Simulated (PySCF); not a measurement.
## Property card for `CC[S@@](C)=O`

C₃H₈OS.
Numbering: `[CH3:1][CH2:2][S@@:3]([CH3:4])=[O:5]` (hydrogens: H6, H7, H8 on C1; H9, H10 on C2; H11, H12, H13 on C4)

Among its groups: sulfoxide.

PBE0-D3(BJ)/def2-SVP geometry optimisation, gas phase (PySCF):

| Quantity | Value |
| --- | --- |
| Point group | C1 |
| Rotational constants A, B, C | 6.704, 3.006, 2.359 GHz |

From wB97X-D/def2-SVPD ground state, ΔSCF and vertical TDDFT (core frozen in the response) (PySCF):

| Quantity | Value |
| --- | --- |
| Dipole moment | 4.19 D |
| HOMO energy | -8.51 eV |
| LUMO energy | 2.08 eV |
| HOMO–LUMO gap | 10.59 eV |
| Lowest singlet excitation | 6.01 eV (206 nm, f = 0.011) |
| Strongest line among the 10 lowest singlet transitions | S5 at 7.13 eV (174 nm, f = 0.103) |
| Lowest triplet excitation (Tamm–Dancoff) | 5.35 eV |
| Static isotropic polarisability | 64.2 au |
| Vertical ionisation energy | 8.81 eV |
| Electronic spatial extent ⟨r²⟩ about the centre of nuclear charge | 584 bohr² |

PBE0/pcSseg-1 ground state and GIAO shieldings, non-relativistic (PySCF):

| Item | Value |
| --- | --- |
| Lowest Hirshfeld atomic charge | -0.38 e on O5 |
| Highest Hirshfeld atomic charge | +0.33 e on S3 |
| 13C chemical shifts (computed TMS as zero) by class | 54.0 (C2), 43.1 (C4), 9.6 (C1) ppm |
| 1H chemical shifts (computed TMS as zero) by class | 2.23 (H11/H12/H13), 2.09 (H10), 2.08 (H9), 1.34 (H6/H7/H8) ppm |
| Isotropic shieldings of nuclei other than C and H, by class | 283 (O5), 201 (S3) ppm |
| Mayer bond orders between heavy atoms | C1–C2 1.05, C2–S3 0.87, S3–C4 0.91, S3–O5 1.50 |

Monoisotopic mass (most abundant isotopes): 92.0296 u.

The polarisability is 9.51 Å³ as a volume (1 au = 0.148185 Å³), or 1.28 au for each of the 50 electrons. No computed singlet falls in the visible range (750 to 380 nm, 1.65 to 3.26 eV); S1 lies 2.75 eV above its blue end. The largest Löwdin shares of the HOMO are 0.53 on O5, 0.30 on S3, 0.07 on C2 and 0.06 on C4. In wavenumbers S1 is 48500 cm⁻¹ (1 eV = 8065.54 cm⁻¹). The principal polarisabilities are 54.6, 63.5 and 74.5 au; their mean is the isotropic value. S1 lies 4.58 eV below the HOMO–LUMO gap. With B = h/(8π²I), that is 505.379 GHz u Å² over I, the principal moments of inertia are 75.4, 168.1 and 214.2 u Å² (most abundant isotopes).

One conformer (not necessarily the lowest) at the PBE0-D3(BJ)/def2-SVP geometry, without solvent or vibrations. NMR classes are plain means over equivalent atoms (diastereotopic ones count apart unless rotation or inversion swaps them), as if these changed places fast; in this geometry the members of some classes differ.

Shape of the structure used: `[CH3:1][CH2:2][S@@:3]([CH3:4])=[O:5]`: C1–C2–S3–C4 -170°.
